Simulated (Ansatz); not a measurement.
Relaxing HfMo

The calculation used Ansatz, DFT r2SCAN, scalar-relativistic, plane waves, PAW. Cutoff 500 eV, Γ-centred k mesh, Gaussian smearing, no spin polarisation in the final step.

A relaxed cell is given with its space group left out.

```xyz
2
Lattice="1.6786 -2.4457 0.0000 1.6786 2.4457 0.0000 0.0000 0.0000 4.4290" Properties=species:S:1:pos:R:3 pbc="T T T"
Hf    0.0000    0.0000    0.0000
Mo    1.6786    0.0000    2.2145
```

The zero of energy is the elements' standard structures at the same level; no fitted shifts are applied.

Question: What space group does it have?

Answer: Cmmm (No. 65). Conventional cell: a = 3.357 Å, b = 4.891 Å, c = 4.429 Å. Around Hf lie 4 Mo at 2.78 Å, 4 Hf at 2.97 Å, 4 Mo at 3.30 Å and 2 Hf at 3.36 Å; Mo is coordinated by 4 Hf at 2.78 Å, 4 Mo at 2.97 Å, 4 Hf at 3.30 Å and 2 Mo at 3.36 Å.

Question: How far does it lie from the elements in energy?

Answer: 0.11 eV/atom.

Question: Is it a metal?

Answer: Yes, bands cross the Fermi level on the 20×20×12 mesh.

The final run used a 20×20×12 mesh on its 2-atom cell and 0.10 eV smearing. The k mesh leaves about 4 meV/atom of noise in metals. Spin–orbit coupling is left out.

Cost: 2 runs of about 11 core-minutes in all, on Arm Neoverse V1 (shared hosts).